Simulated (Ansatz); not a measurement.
The cluster Si2H4⁺. Total charge 1; doublet. Geometry PBE-D4/def2-TZVP, that of the neutral singlet; atoms count from 1.

Cartesian coordinates in Å:
```
Si 0.187 -0.662 0.841
Si -0.187 0.662 -0.841
H -1.075 0.187 -1.944
H 1.075 -0.187 1.944
H 0.930 1.517 -1.342
H -0.930 -1.518 1.342
```

The structure comes from a short search, and lower isomers may exist.

(1) Estimate the Mulliken populations from the PBE0/def2-TZVP orbitals of Ansatz.

(2) Where does the spin sit?

(3) And the Mayer bond orders between bonded heavy atoms (over 0.3)?

Results:

(1) 
```json
{"atom": "Si1", "charge (e)": "0.25", "spin (α − β)": "0.51"}
{"atom": "Si2", "charge (e)": "0.25", "spin (α − β)": "0.51"}
{"atom": "H3", "charge (e)": "0.12", "spin (α − β)": "-0.01"}
{"atom": "H4", "charge (e)": "0.12", "spin (α − β)": "-0.01"}
{"atom": "H5", "charge (e)": "0.12", "spin (α − β)": "-0.01"}
{"atom": "H6", "charge (e)": "0.12", "spin (α − β)": "-0.01"}
```
Mulliken values and Mayer orders depend strongly on the basis.

(2) Summed by element: Si 1.03, H -0.03, of 1 unpaired in all. Largest on single atoms: Si1 0.51, Si2 0.51, H4 -0.01.

(3) Si1–Si2 1.35 (2.17 Å).
